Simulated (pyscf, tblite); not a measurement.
ethylene (H₂C=CH₂) + hydrogen chloride (HCl) -> vinyl chloride (H₂C=CH–Cl) + hydrogen (H₂): energy along the mass-weighted descent from the GFN2-xTB saddle (tblite), relative to the relaxed reactant side, a complex of the molecules.

(s (amu^1/2 bohr), E (kcal/mol)): (-14.4, 1.9); (-12.4, 2.2); (-10.3, 2.6); (-8.28, 3.2); (-6.12, 4.2); (-4.08, 6.0); (-2.04, 18.4); (0.000, 75.4); (2.04, 46.0); (4.08, 20.1); (5.53, 15.2); (6.12, 13.8); (6.47, 13.3); (6.76, 13.0); (6.97, 12.8)

Q: The GFN2-xTB barrier from the reactant side is 315.5 kJ/mol. What does ωB97X-D3(BJ) (PySCF) give from its own reactant-side minimum, in def2-SVP and in def2-TZVP?

A: 415.4 kJ/mol in the double-zeta basis after reoptimising the saddle, and 411.5 kJ/mol in the triple-zeta single point, so the tight-binding barrier lies 96.0 kJ/mol under the latter. The imaginary mode goes from 1501i to 1589i cm⁻¹.
